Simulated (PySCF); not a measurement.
## Calculated properties of `Cl` (HCl)

Species: HCl.
SMILES with atom numbers: `[ClH:1]` (hydrogens: H2 on Cl1)

**GFN2-xTB geometry**

```yaml
Point_group_of_the_GFN2-xTB_geometry: C∞v
Rotational_constant_B_linear_of_the_GFN2-xTB_geometry: 316.280 GHz
```

From PBE0/pcSseg-1 ground state and GIAO shieldings, non-relativistic (PySCF):

```yaml
Dipole_moment: 1.46 D
HOMO_energy: -9.41 eV
LUMO_energy: 0.38 eV
HOMO–LUMO_gap: 9.79 eV
Lowest_Hirshfeld_atomic_charge: -0.13 e on Cl1
Highest_Hirshfeld_atomic_charge: +0.13 e on H2
1H_chemical_shifts_computed_TMS_as_zero_by_class: 1.05 (H2) ppm
Isotropic_shieldings_of_nuclei_other_than_C_and_H_by_class: 950 (Cl1) ppm
```

Monoisotopic mass from the formula: 35.9767 u.

B corresponds to 10.550 cm⁻¹ and a moment of inertia of 1.60 u Å² (most abundant isotopes). Point group C∞v permits a dipole; with 1.46 D the species has a pure rotational spectrum. The dipole equals about 4.9 × 10⁻³⁰ C·m (1 D = 3.33564 × 10⁻³⁰ C·m).

Geometry: GFN2-xTB; no solvent, vibrations or thermal averaging.
